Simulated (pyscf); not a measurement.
Single points on ωB97X-D3(BJ)/def2-SVP structures (PySCF, gas phase). MP2 and CC: frozen core, UHF for open shells. ΔMP2 is the change of the MP2 total energy from the triple- to the quadruple-zeta basis.

Problem. List the bond dissociation enthalpies at 298 K of HC≡C–F from CCSD(T)/def2-TZVPP + ΔMP2(QZVPP), from the weakest bond up.

Solution. C–F to •C≡CH + F•: 542.1 kJ/mol; C–H to •C≡C–F + H•: 559.4 kJ/mol. Ring and multiple bonds, and those that leave no two simple radicals, are not listed. The radicals are drawn with the spin at the cut bond; how far it spreads was not checked. The CCSD(T) − MP2 part came from Ansatz, without density fitting, on the same reference. An open-shell T1 diagnostic exceeds 0.045. A UHF reference is spin-contaminated (<S²> up to 1.15), which harms MP2 most. Left out: the spin-orbit lowering of F. C₂H has a Π state close over its Σ ground state, and the state reached was not checked.
